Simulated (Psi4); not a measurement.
This Psi4 input (PBE/def2-QZVPPD) gives -177.08088 Eh with 258 basis functions.

```
memory 6899 MB

molecule {
-1 1
C    -0.01075073    0.64443952   -0.00020773
C     1.14148505   -0.05703999    0.00113003
F    -1.11822560   -0.31777191   -0.00099264
H     1.19675056   -1.15149369    0.00151889
H     2.08287389    0.48704365    0.00188105
}

set {
  basis def2-qzvppd
  scf_type df
}

energy('pbe')
print_variables()
```

Change:
```diff
- basis def2-qzvppd
+ basis def2-tzvpp
```

What does the run give now?

-177.06188 Eh (PBE/def2-TZVPP, 121 functions), a change of +19.00 mEh.
